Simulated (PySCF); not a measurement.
Two structures of CH₅BO, singlet, reached by relaxing down either side of one saddle point (PBE0-D4/def2-TZVP). Energies are electronic, without zero-point energy. Computed with PySCF 2.14 with density fitting (its default auxiliary sets; JK sets also for MP2 and CCSD(T)) (basis: def2-TZVPP and def2-QZVPP); correlated methods freeze the cores. Extrapolation: Hartree–Fock as exp(−7.88 √X), correlation as X^−2.97. First:

```
8
angstrom
B -0.5750 -0.2300 -0.4626
C 0.3670 0.6734 0.4012
O -0.4034 -1.5655 -0.6096
H 0.3578 -1.9031 -0.1285
H -1.5171 0.2267 -1.0503
H 1.1920 0.1448 0.8885
H 0.7918 1.4708 -0.2183
H -0.2138 1.1860 1.1760
```

Second:

```
atom    x (Å)    y (Å)    z (Å)
  B1  -1.7223  -0.2636  -1.2924
  C2   1.0351   0.1598   0.7749
  O3  -1.6354  -1.4455  -1.4709
  H4   0.7386  -0.8057   0.3654
  H5  -1.8139   0.8929  -1.1227
  H6   1.9256   0.0341   1.3901
  H7   1.2563   0.8518  -0.0380
  H8   0.2295   0.5615   1.3899
```

Q: Which bonds change from the first to the second?

A: CH₅BO ([CH3][BH][OH]) → BHO ([BH][O]) + CH₄; bonds formed: C2–H4; bonds broken: B1–C2, O3–H4.

Q: Give the saddle point's structure and its height above each. (To be estimated.)

A: By the calculation: 63.25 kcal/mol above the first and 53.00 kcal/mol above the second (CCSD(T) at an estimated basis limit (MP2 extrapolated from triple and quadruple zeta, plus CCSD(T) − MP2 in triple zeta)).
B1  (-0.802, -0.263, -0.630)
C2  (0.524, 0.342, 0.445)
O3  (-0.689, -1.529, -0.806)
H4  (0.223, -0.874, -0.017)
H5  (-1.513, 0.645, -0.953)
H6  (1.345, -0.213, 0.922)
H7  (0.974, 1.093, -0.204)
H8  (-0.063, 0.799, 1.241)
(Å)

T1 diagnostic: at most 0.017.

Labels in which every atom is bracketed show which atoms are joined, not bond orders.

For scale, one of the runs: CCSD(T)/def2-TZVPP, 163 basis functions, launched by `OMP_NUM_THREADS=4 python run.py`. Hardware: 4 CPU threads of an Arm Neoverse V1, shared host. Wall time 3.4 min; peak host memory 1.2 GiB.
